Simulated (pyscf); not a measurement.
**Addition: SeH• + ethylene (H₂C=CH₂) -> •H₂C–CH₂–SeH**

Gas phase, doublet surface, charge 0. Bonds broken: none. Bonds formed: Se1–C3. PySCF, gas phase, ωB97X-D3(BJ)/def2-SVP geometries. Correlated levels are frozen-core, on RHF or UHF. ΔMP2 is the change of the MP2 total energy from the triple- to the quadruple-zeta basis.

Transition state (Å):

```xyz
8

Se     0.9201     1.5346     0.4521
H      0.6860     1.4284    -0.9917
C      0.1573    -0.7445     0.7167
C     -1.1641    -0.6474     0.3406
H      0.8942    -1.1840     0.0389
H      0.4199    -0.7779     1.7786
H     -1.4665    -0.7718    -0.7037
H     -1.9348    -0.3482     1.0565
```

One imaginary mode, 336i cm⁻¹; descent along it reached the two sides named.

```tsv
bond	change	reactant side (Å)	saddle	product side
Se1–C3	forms	3.1	2.418	1.995
```

Electronic energies relative to the separated reactants (kcal/mol):

```
level                             barrier  reaction energy  reverse barrier
--------------------------------  -------  ---------------  ---------------
ωB97X-D3(BJ)/def2-TZVP               -1.6             -7.0              5.5
PBE/def2-TZVP                        -5.8             -7.6              1.8
r²SCAN/def2-TZVP                     -6.2             -9.8              3.6
B3LYP-D3(BJ)/def2-TZVP               -3.1             -4.4              1.3
PBE0-D3(BJ)/def2-TZVP                -4.8             -9.5              4.7
M06-2X/def2-TZVP                      1.8             -1.6              3.4
ωB97M-D3(BJ)/def2-TZVP                1.4             -1.9              3.3
HF/def2-TZVP                          8.6             +3.9              4.7
MP2/def2-QZVPP                        5.0             -5.7             10.8
CCSD/def2-TZVPP                       3.0             -2.5              5.5
CCSD(T)/def2-TZVPP                    1.4             -3.3              4.6
CCSD(T)/def2-TZVPP + ΔMP2(QZVPP)      0.8             -3.9              4.7
```

With CCSD(T)/def2-TZVPP + ΔMP2(QZVPP) energies and thermal terms (ideal gas, 1 atm, RRHO with modes under 100 cm⁻¹ raised to 100, one conformer, R ln 2 for chiral ones without a mode under 150 cm⁻¹), in kcal/mol:

```
T (K)  ΔH‡   ΔG‡    ΔH     ΔG
-----  ---  ----  ----  -----
298    1.1   9.1  -3.1   +5.0
600    1.2  17.3  -2.4  +12.9
900    1.6  25.2  -1.5  +20.4
1200   1.9  33.1  -0.6  +27.5
```

At ωB97X-D3(BJ)/def2-TZVP, B3LYP-D3(BJ), PBE0-D3(BJ) the saddle lies under the separated reactants, which points to a path from their complex (located at ωB97X-D3(BJ) alone). At PBE, r²SCAN this geometry lies under the reactants; that is no barrier but a single point on another level's saddle; such a level's own saddle, if it has one, lies nearer that side and is low. •H₂C–CH₂–SeH lies 24.8 kcal/mol over its isomer H₃C–CH₂–Se• (electronic energy, ωB97M-D3(BJ)/def2-TZVP). This is the saddle that the search found; another between the same sides may lie lower. The CCSD(T) − MP2 part came from Ansatz, without density fitting, on the same reference. A UHF reference is spin-contaminated (<S²> up to 0.96), which harms MP2 most. The frozen core leaves the outer d or s,p core shells of the metals and heavy elements correlated in the MP2 and CC values, and def2-TZVPP describes them poorly, which can shift differences by a few kcal/mol. Left out: orbital degeneracy and the spin-orbit lowering of SeH, which is large for Br, Se, Te and I. Elements up to Kr have no core potential and no relativistic terms here.
